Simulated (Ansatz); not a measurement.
Basis-set extrapolation for `NC1(F)CO1` (PBE0-D4/def2-TZVP geometry, frozen core, Ansatz 0.2.0). Multiplicity 1, RHF reference.

|  | def2-TZVPP | def2-QZVPP |
| --- | --- | --- |
| HF | -306.901877 | -306.915655 |
| MP2 correlation | -1.017918 | -1.097144 |
| CCSD(T) correlation | -1.075423 | -1.149448 |

Energies in hartree. Use E(X) = E(∞) + A·exp(−7.88·√X) for Hartree–Fock and E(X) = E(∞) + B·X^(−2.97) for correlation, with X = 3 and 4.

Q: What is the CCSD(T) energy at the basis-set limit?

A: HF limit: -306.915655 + (-0.013778) × 0.13774 = -306.91755. Correlation limit: -1.149448 + (-0.074025) × 0.74074 = -1.20428. Total: -308.12183 hartree, 379.5 kJ/mol below CCSD(T)/def2-TZVPP.
